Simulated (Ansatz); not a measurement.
The same calculation of C3H3F3, SMILES C=C(F)C(F)F as a Python script and as an input file (Ansatz 0.2.0 through its Python package).

Typed at the interpreter:
```pycon
>>> import ansatz
>>> deck = {
...     'crystal': {
...         'periodic': [False, False, False],
...         'atoms': [
...             {'symbol': 'C', 'position_ang': [-0.047, -1.415, 0.3422]},
...             {'symbol': 'C', 'position_ang': [0.3411, -0.1096, 0.4026]},
...             {'symbol': 'F', 'position_ang': [1.2396, 0.1693, 1.3378]},
...             {'symbol': 'C', 'position_ang': [-0.0187, 1.0227, -0.4966]},
...             {'symbol': 'F', 'position_ang': [-0.9347, 0.579, -1.4911]},
...             {'symbol': 'F', 'position_ang': [-0.7731, 1.9759, 0.2044]},
...             {'symbol': 'H', 'position_ang': [-0.8091, -1.6679, -0.4002]},
...             {'symbol': 'H', 'position_ang': [0.317, -2.1041, 1.0108]},
...             {'symbol': 'H', 'position_ang': [0.7734, 1.5035, -0.927]},
...         ],
...     },
...     'basis': {'gaussian': {'orbitals': 'cc-pVDZ'}},
...     'correlation': {'method': 'mp2'},
... }
>>> session = ansatz.Session.from_dict(deck)
>>> report = session.plan(threads=1).execute().report

>>> for key in ('converged', 'free_energy_ev', 'reference_energy_ev', 'n_frozen', 'n_occupied', 'n_virtual'):
...     print(f'{key:22s} {report[key]}')
...
converged              True
free_energy_ev         -11281.439849436414
reference_energy_ev    -11255.551642421773
n_frozen               6
n_occupied             [18, 18]
n_virtual              [75, 75]
>>> symbols = ['C', 'C', 'F', 'C', 'F', 'F', 'H', 'H', 'H']
>>> print('correlation energy', round(report['free_energy_ev'] - report['reference_energy_ev'], 5), 'eV')
correlation energy -25.88821 eV
>>> cluster = report['correlation'].get('coupled_cluster')
>>> if cluster:
...     print('cycles', cluster['cycles'], ' T1 diagnostic', round(cluster['t1_diagnostic'], 4), ' largest double', round(cluster['largest_double'], 4))
...
>>> field = report['mean_field']
>>> print('<S^2> =', round(abs(field['state']['spin_squared']), 4), ' all-electron relativity setting:', field['relativity'])
<S^2> = 0.0  all-electron relativity setting: none
>>> print('passes:', field['passes'])
passes: {'evaluations': 13, 'products': 37}
>>> if 'symmetry' in field:
...     print('occupied orbitals by irrep:', field['symmetry']['occupied'])
...
occupied orbitals by irrep: [{'A': 24}, {'A': 24}]
```

`input.yaml`:
```yaml
crystal:
  periodic: [false, false, false]
  atoms:
    - { symbol: C, position_ang: [-0.047, -1.415, 0.3422] }
    - { symbol: C, position_ang: [0.3411, -0.1096, 0.4026] }
    - { symbol: F, position_ang: [1.2396, 0.1693, 1.3378] }
    - { symbol: C, position_ang: [-0.0187, 1.0227, -0.4966] }
    - { symbol: F, position_ang: [-0.9347, 0.579, -1.4911] }
    - { symbol: F, position_ang: [-0.7731, 1.9759, 0.2044] }
    - { symbol: H, position_ang: [-0.8091, -1.6679, -0.4002] }
    - { symbol: H, position_ang: [0.317, -2.1041, 1.0108] }
    - { symbol: H, position_ang: [0.7734, 1.5035, -0.927] }
basis:
  gaussian: { orbitals: cc-pVDZ }
correlation:
  method: mp2
```

Launched from the shell:
```console
$ ansatz run input.yaml --threads 1 --pin off --max-ram 4096MiB --backend cpu --events-out ev --progress --plain --runs-dir out
Engine: ansatz 0.2.0, x86_64-unknown-linux-gnu
Functional definition: HF
  exchange = exact_x
  correlation = 0
910 factors; integrals over basis functions are off by at most 8.5e-4 eV
mean field evaluation 1: about -11251.3341 eV, gradient 4.2e1 eV
mean field evaluation 2: about -11251.5805 eV, gradient 4.2e1 eV
mean field evaluation 4: about -11255.4858 eV, gradient 3.9e0 eV
mean field evaluation 8: about -11255.5510 eV, gradient 3.0e-1 eV
mean field -11255.55164242 eV, -413.6338935721 hartree, gradient 2.0e-6 eV, S^2 0.000000; 0 other end points of the search recorded, 0 dependent functions left out; unrestricted orbitals would lower it
mean field evaluation 16: about -11255.1902 eV, gradient 3.5e0 eV
6 core orbitals not correlated: weight in the atoms' cores, before any rotation towards them, 1.000 or more for the frozen orbitals, at most 0.000 for the correlated occupied ones
reference -11255.55164242 eV, -413.6338935721 hartree; 18, 18 occupied and 75, 75 virtual orbitals, 910 factors
second order -25.88820701 eV of doubles, -0.00000000 eV of singles
Total energy: -11281.43984944 eV, -414.5852676322 hartree
```

Caveats:
- Total energies depend on the basis set; only differences at equal settings carry meaning.
- The geometry is a force-field or estimated start, not a minimum of this method, and the basis set is short of its limit.
- Run time: 1.7 s on 1 thread of Intel(R) Xeon(R) Platinum 8488C (Sapphire Rapids) (shared host), peak memory 0.22 GiB.

(Lines on the test bed's own set-up are left out of the output.)
